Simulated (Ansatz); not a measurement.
**Relaxing BeRe₂O₃**

Level of theory: DFT PBE, scalar-relativistic, plane waves, PAW (Ansatz). Cutoff 420 eV, Γ-centred k mesh, Gaussian smearing, no spin polarisation in the final step.

BeRe₂O₃ was placed on the sites of a reported ScCo3B2 cell (P6/mmm, No. 191), with Be in place of Sc, Re in place of B, O in place of Co, at a guessed volume.

```xyz
6
Lattice="4.7884 0.0000 0.0000 -2.3942 4.1469 0.0000 0.0000 0.0000 2.9157" Properties=species:S:1:pos:R:3 pbc="T T T"
Be    0.0000    0.0000    0.0000
Re    0.0000    2.7646    0.0000
Re    2.3942    1.3823    0.0000
O     2.3942    0.0000    1.4579
O     1.1971    2.0734    1.4579
O    -1.1971    2.0734    1.4579
```

Cell and atoms relax at zero pressure; the relaxation can't lower the symmetry of the start. After a coarse first stage the cell is made exact in the group found at 0.06 Å.

Formation energies are uncorrected and refer to the elements' standard structures at the same level (O₂ as a molecule).

(1) Which crystal results?

(2) What are its volume, energy, density and gap?

Results:

(1) It keeps P6/mmm (No. 191). Conventional cell: a = 4.718 Å, c = 3.326 Å. Be has 6 Re at 2.72 Å and 12 O at 2.89 Å (next Be at 3.33 Å); around Re lie 6 O at 2.15 Å; O has 4 Re at 2.15 Å and 4 O at 2.36 Å.

Space group P6/mmm (No. 191). a = 4.718 Å, b = 4.718 Å, c = 3.326 Å, α = 90.00°, β = 90.00°, γ = 120.00°
```json
{"atom": "Be", "site": "1a", "symmetry": "6/mmm", "x": "0.0000", "y": "0.0000", "z": "0.0000"}
{"atom": "Re", "site": "2c", "symmetry": "-6m2", "x": "0.3333", "y": "0.6667", "z": "0.0000"}
{"atom": "O", "site": "3g", "symmetry": "mmm", "x": "0.5000", "y": "0.0000", "z": "0.5000"}
```

(2) The volume per atom is 10.69 Å³ and the density is 11.12 g/cm³. The energy over the elements is 0.02 eV/atom and the gap on the 12×12×12 mesh is 0 eV (a metal).

The final run used a 12×12×12 mesh on its 6-atom cell and 0.10 eV smearing. The k mesh leaves about 4 meV/atom of noise in metals. Spin–orbit coupling is left out. Symmetry constrained the relaxation, so the result can be a saddle point. The steps took about 30 core-seconds in all.

Cost: 3 runs of about 0.53 core-minutes in all, on AMD EPYC 9R45 (Zen 5) (shared hosts).